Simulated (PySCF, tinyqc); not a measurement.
Worked calculation: MP2 on RHF in the sto-3g basis, frozen core, for LiH, spin multiplicity 1. The lowest restricted solution is unstable here: a spin-polarised one lies 0.0004 hartree lower (PySCF). One step of it, computed by the program tinyqc.

Task: Second-order Moller-Plesset energy. E2 = sum_ijab (ia|jb) [2 (ia|jb) - (ib|ja)] / (e_i + e_j - e_a - e_b) over occupied i, j and virtual a, b; the opposite-spin part is (ia|jb)^2 / denominator, the rest is same-spin, and SCS-MP2 scales them by 6/5 and 1/3.

orbital energies (hartree): MO1 -2.363872, MO2 -0.243270, MO3 0.072083, MO4 0.161354, MO5 0.161354, MO6 0.411433

Two-electron integrals over orbitals (pq|rs), unique and non-zero (hartree); the lowest 1 orbital is frozen and left out:
```
(22|22) 0.455119    (32|22) -0.058107   (32|32) 0.020164    (33|22) 0.213773
(33|32) 0.013756    (33|33) 0.329957    (42|42) 0.021374    (43|42) 0.020143
(43|43) 0.041363    (44|22) 0.247756    (44|32) 0.012520    (44|33) 0.280021
(44|44) 0.312946    (52|52) 0.021374    (53|52) 0.020143    (53|53) 0.041363
(54|54) 0.016869    (55|22) 0.247756    (55|32) 0.012520    (55|33) 0.280021
(55|44) 0.279207    (55|55) 0.312946    (62|22) 0.109427    (62|32) -0.042981
(62|33) -0.018596   (62|44) -0.035141   (62|55) -0.035141   (62|62) 0.129979
(63|22) -0.056796   (63|32) 0.016277    (63|33) 0.036537    (63|44) 0.007272
(63|55) 0.007272    (63|62) -0.038301   (63|63) 0.030299    (64|42) -0.018638
(64|43) -0.012211   (64|64) 0.019376    (65|52) -0.018638   (65|53) -0.012211
(65|65) 0.019376    (66|22) 0.427149    (66|32) -0.048649   (66|33) 0.238760
(66|44) 0.259630    (66|55) 0.259630    (66|62) 0.102365    (66|63) -0.046280
(66|66) 0.423801
```

Hartree-Fock energy = -7.82217041 hartree

Give: Terms; Pair energies; MP2 correlation energy; SCS-MP2 correlation energy; MP2 total energy.

Result:

Terms:
```
i  j  a  b  (ia|jb)  (ib|ja)  denominator       term
2  2  6  6    0.130    0.130       -1.309     -0.013
2  2  6  3   -0.043   -0.043       -0.970  -1.90e-03
2  2  3  6   -0.043   -0.043       -0.970  -1.90e-03
2  2  3  3    0.020    0.020       -0.631  -6.45e-04
2  2  5  5    0.021    0.021       -0.809  -5.65e-04
2  2  4  4    0.021    0.021       -0.809  -5.65e-04
```

Pair energies (hartree; pair i-j sums ij and ji):
```
pair  opposite spin  same spin
2-2          -0.018          0
```

MP2 correlation energy = -0.01848 hartree

SCS-MP2 correlation energy = -0.02218 hartree

MP2 total energy = -7.84066 hartree
